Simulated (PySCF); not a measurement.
**Functional benchmark on one molecule**

Molecule: `FC(Cl)Cl`, CHCl2F.

Geometry:
| atom | x (Å) | y (Å) | z (Å) |
| --- | --- | --- | --- |
| F1 | -0.005 | 1.130 | -0.778 |
| C2 | 0.008 | 0.084 | 0.047 |
| Cl3 | 1.518 | -0.811 | -0.151 |
| Cl4 | -1.396 | -0.940 | -0.270 |
| H5 | -0.051 | 0.426 | 1.089 |

Geometry PBE0-D3(BJ)/def2-SVP throughout; GIAO in PySCF 2.14.0 with density-fitted response routines, gas phase, one conformer, non-relativistic; equivalent atoms averaged; basis pcSseg-2.

Reference values (measured; G. Saielli, R. Bini, A. Bagno, Computational 19F NMR. 2. Organic compounds, RSC Adv. 2014, ESI (exp. from Berger-Braun-Kalinowski 1994 and Everett 1995)): δ(F1) = -80.8 ppm vs CFCl3. Computed shifts are taken against CFCl3, calculated as an isolated molecule at each level.

How do the functionals HF, LDA, PBE, BLYP, BP86, OPBE, KT2, KT3, B97-D, B3LYP, PBE0, mPW1PW91, WP04, B97-2, BHandHLYP, CAM-B3LYP, wB97X-D, LC-wPBE perform against the reference? Times are CPU seconds on shared hosts with different chips, so compare them loosely.

## Answers


```tsv
functional	kind	F1	abs. error F	core-s
HF	Hartree–Fock	-71.5	9.3	8.1
LDA	LDA	-97.9	17.1	14
PBE	GGA	-94.0	13.2	18
BLYP	GGA	-91.6	10.8	18
BP86	GGA	-94.5	13.7	18
OPBE	GGA	-92.3	11.5	19
KT2	GGA	-96.0	15.2	19
KT3	GGA	-91.4	10.6	12
B97-D	GGA	-90.5	9.7	18
B3LYP	global hybrid	-87.4	6.6	14
PBE0	global hybrid	-88.3	7.5	14
mPW1PW91	global hybrid	-88.0	7.2	14
WP04	global hybrid	-85.4	4.6	10
B97-2	global hybrid	-87.1	6.3	9.9
BHandHLYP	global hybrid	-81.1	0.3	9.4
CAM-B3LYP	range-separated hybrid	-84.4	3.6	14
wB97X-D	range-separated hybrid	-85.6	4.8	15
LC-wPBE	range-separated hybrid	-82.6	1.8	16
```

For 19F the closest is BHandHLYP (0.3 ppm) and the furthest LDA (17.1 ppm). One molecule is a small sample, and vibrational and solvent effects are absent from the calculation.
